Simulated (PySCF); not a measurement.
Scan of H2P, doublet: symmetric bend, bond length relaxed. Scanned: H-P-H angle. Other coordinates (P-H bond length) were minimised at B3LYP/def2-TZVP.

The free coordinates were minimised at B3LYP/def2-TZVP in PySCF; the energy column is PySCF with CCSD(T) on UHF/cc-pVTZ, 5 core orbitals frozen, in mEh.

| a / ° | P-H bond length / Å | E |
|---|---|---|
| 180 | 1.378 | 115.9 |
| 170 | 1.385 | 109.6 |
| 160 | 1.402 | 93.2 |
| 150 | 1.416 | 72.7 |
| 140 | 1.422 | 52.4 |
| 130 | 1.422 | 34.1 |
| 120 | 1.422 | 19.1 |
| 110 | 1.421 | 8.1 |
| 100 | 1.421 | 1.6 |
| 90 | 1.424 | 0.0 |
| 80 | 1.429 | 3.6 |
| 70 | 1.438 | 12.4 |
| 60 | 1.450 | 26.4 |

The unrestricted determinant behind CCSD(T) is spin-contaminated on part of the scan (<S²> up to 1.2, against 0.75 for the pure state).
